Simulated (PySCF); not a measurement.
Electric properties by functional and basis

Compound: C2H6S.
SMILES: `CSC`

PySCF, dipoles from the SCF density, polarisabilities from static response with core orbitals frozen. Geometry: PBE0-D3(BJ)/def2-SVP; no solvent, vibrations or thermal averaging.

How do dipole and polarisability depend on functional and basis here?

| level | μ (D) | error (%) | α (Å³) | error (%) | anisotropy (Å³) |
| --- | --- | --- | --- | --- | --- |
| BHandHLYP/def2-SVPD | 1.664 | +11.0 | 7.07 | -6.4 | 1.83 |
| CAM-B3LYP/def2-SVPD | 1.645 | +9.7 | 7.18 | -4.9 | 1.81 |
| wB97X-D/def2-SVPD | 1.708 | +13.9 | 7.13 | -5.6 | 1.80 |
| LC-wPBE/def2-SVPD | 1.725 | +15.0 | 6.96 | -7.9 | 1.76 |
| PBE0/6-31G* | 1.739 | +15.9 | 5.61 | -25.7 | 1.94 |
| PBE0/6-31+G* | 1.763 | +17.5 | 6.33 | -16.2 | 1.54 |
| PBE0/def2-SVP | 1.555 | +3.6 | 5.65 | -25.1 | 2.31 |
| PBE0/aug-cc-pVDZ | 1.645 | +9.6 | 7.31 | -3.2 | 1.97 |
| PBE0/def2-TZVP | 1.576 | +5.1 | 6.61 | -12.5 | 2.27 |
| PBE0/def2-TZVPD | 1.604 | +6.9 | 7.38 | -2.2 | 1.95 |
| PBE0/aug-cc-pVTZ | 1.610 | +7.3 | 7.41 | -1.9 | 1.95 |

Reference dipole: 1.500 D (measured, gas; NIST CCCBDB Release 22 (SRD 101), experimental dipoles). Reference polarisability: 7.550 Å³ (measured, gas; NIST CCCBDB Release 22 (SRD 101), experimental polarizabilities). The anisotropy is √(½[(α1 − α2)² + (α2 − α3)² + (α3 − α1)²]). For the dipole, the smallest error is 3.6% (PBE0/def2-SVP) and the largest 17.5% (PBE0/6-31+G*). For the polarisability, the smallest error is 1.9% (PBE0/aug-cc-pVTZ) and the largest 25.7% (PBE0/6-31G*). The dipole runs from 1.55 D (PBE0/def2-SVP) to 1.76 D (PBE0/6-31+G*). In one basis (def2-SVPD) the functionals order the polarisability from LC-wPBE (lowest) to CAM-B3LYP (highest), a spread of 3%. With PBE0 the polarisability is 5.96 Å³ without diffuse functions (mean of 6-31G*, def2-SVP and def2-TZVP) and 7.11 Å³ with them (mean of 6-31+G*, aug-cc-pVDZ, def2-TZVPD and aug-cc-pVTZ). Measured values can belong to vibrating molecules and may average over conformers; the computed ones are for one fixed geometry.
